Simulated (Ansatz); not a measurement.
System: OF, charge 0, doublet. OF (SMILES [O]F, doublet).
B3LYP-D3(BJ)/def2-TZVP minimum from Ansatz (a program for electronic structure):
```xyz
2

O      0.0000     0.0000    -0.7142
F      0.0000     0.0000     0.6348
```
Charge 0, spin multiplicity 2.

Total energies in hartree (Ansatz). Open shells are spin-unrestricted; no spin-orbit coupling. Cores are frozen in correlated methods. No relativity.

```tsv
species	HF/cc-pVTZ	CCSD(T)/cc-pVTZ	HF/cc-pVQZ	CCSD(T)/cc-pVQZ	CCSDT(Q)/cc-pVTZ
1: OF (SMILES [O]F, doublet)	-174.19254	-174.67003	-174.20651	-174.72344	-174.67215
2: O (triplet)	-74.81176	-74.97396	-74.81729	-74.99357	-74.97430
3: F (doublet)	-99.40552	-99.62036	-99.41377	-99.65026	-99.62061
```

**Question.** Work out the atomisation energy (electronic, to ground-state atoms) in kJ/mol: take Hartree-Fock from cc-pVQZ, extrapolate the CCSD(T) correlation energy as X^-3 (X = 3, 4), and add CCSDT(Q) - CCSD(T) in cc-pVTZ. 1 hartree = 2625.5 kJ/mol.

**Answer.** 
Species 1: correlation (64·(-0.51693) - 27·(-0.47749))/37 = -0.54571; step -0.00212; E1 = -174.20651 + (-0.54571) + (-0.00212) = -174.75434
Species 2: correlation (64·(-0.17628) - 27·(-0.16220))/37 = -0.18655; step -0.00034; E2 = -74.81729 + (-0.18655) + (-0.00034) = -75.00418
Species 3: correlation (64·(-0.23649) - 27·(-0.21484))/37 = -0.25229; step -0.00025; E3 = -99.41377 + (-0.25229) + (-0.00025) = -99.66631
-1·E1 +1·E2 +1·E3 = 0.08385 hartree = 220.1 kJ/mol.
